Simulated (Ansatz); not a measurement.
Elastic constant C11 (GPa) of 31 elemental solids other than molecular ones, computed with PBEsol (Ansatz, a quantum-chemistry and plane-wave program, PAW) and with r²SCAN (Ansatz, PAW). The set holds measured phases with no doubt noted on the run or the magnetic state but for the caveats below. 7 more of the class have both values but aren't in it, for one of these reasons: built or high-temperature cells, doubts on the run or the magnetic state, unlike cells, values of zero, layered or molecular crystals. Solids without a value at one level (not run, failed, or a magnetic order lost), or held back for tests, aren't counted.

Every twentieth of the way through the set, in order of the shift (worked out from unrounded values):

```json
[
 {"solid": "double-hcp La", "PBEsol": "56.2", "r²SCAN": "42.7", "shift (%)": "-24"},
 {"solid": "fcc Ag", "PBEsol": "145", "r²SCAN": "124", "shift (%)": "-14.7"},
 {"solid": "fcc Pd", "PBEsol": "243", "r²SCAN": "213", "shift (%)": "-12.5"},
 {"solid": "fcc Au", "PBEsol": "196", "r²SCAN": "172", "shift (%)": "-12.3"},
 {"solid": "fcc Pt", "PBEsol": "357", "r²SCAN": "329", "shift (%)": "-7.7"},
 {"solid": "bcc Rb", "PBEsol": "3.26", "r²SCAN": "3.06", "shift (%)": "-6.4"},
 {"solid": "bcc Cs", "PBEsol": "2.32", "r²SCAN": "2.19", "shift (%)": "-5.8"},
 {"solid": "fcc Sr", "PBEsol": "15.6", "r²SCAN": "14.7", "shift (%)": "-5.4"},
 {"solid": "fcc Rh", "PBEsol": "471", "r²SCAN": "447", "shift (%)": "-5.0"},
 {"solid": "bcc Li", "PBEsol": "15.3", "r²SCAN": "14.7", "shift (%)": "-3.8"},
 {"solid": "hcp Tc", "PBEsol": "533", "r²SCAN": "514", "shift (%)": "-3.6"},
 {"solid": "hcp Ru", "PBEsol": "628", "r²SCAN": "609", "shift (%)": "-3.0"},
 {"solid": "hcp Re", "PBEsol": "654", "r²SCAN": "643", "shift (%)": "-1.6"},
 {"solid": "fcc Ca", "PBEsol": "23.2", "r²SCAN": "22.9", "shift (%)": "-1.1"},
 {"solid": "hcp Os", "PBEsol": "792", "r²SCAN": "784", "shift (%)": "-1.0"},
 {"solid": "hcp Y", "PBEsol": "77.5", "r²SCAN": "76.9", "shift (%)": "-0.7"},
 {"solid": "hcp Ti", "PBEsol": "184", "r²SCAN": "188", "shift (%)": "+1.9"},
 {"solid": "hcp Zn", "PBEsol": "215", "r²SCAN": "222", "shift (%)": "+3.5"},
 {"solid": "hcp Be", "PBEsol": "326", "r²SCAN": "338", "shift (%)": "+3.7"},
 {"solid": "hcp Zr", "PBEsol": "147", "r²SCAN": "153", "shift (%)": "+4.3"},
 {"solid": "fcc Al", "PBEsol": "112", "r²SCAN": "132", "shift (%)": "+17.5"}
]
```

The shift from PBEsol to r²SCAN has a median of -3.6 %, and eight in ten lie between -12.5 % and +3.7 %; r²SCAN is the larger in 8 of 31. Each level is at its own cell, so the shift holds the change of volume too.

Ansatz's runs of these crystals have no spin polarisation. Meta-GGA and hybrid levels favour moments, which can bear on fcc Pd, hcp Sc, fcc Pt, hcp Ti, hcp Y, fcc Rh.

Spin–orbit coupling is left out, also for the solids with elements from indium on (fcc Pt, hcp Os, bcc Ba, double-hcp La, hcp Tl, fcc Ir, hcp Re, bcc Cs, fcc Pb, fcc Au); its size isn't shown.

Each level is taken at its own relaxed cell. Ansatz's density-functional and Hartree–Fock values are scalar-relativistic unless marked +SOC, with PAW data made under PBE.
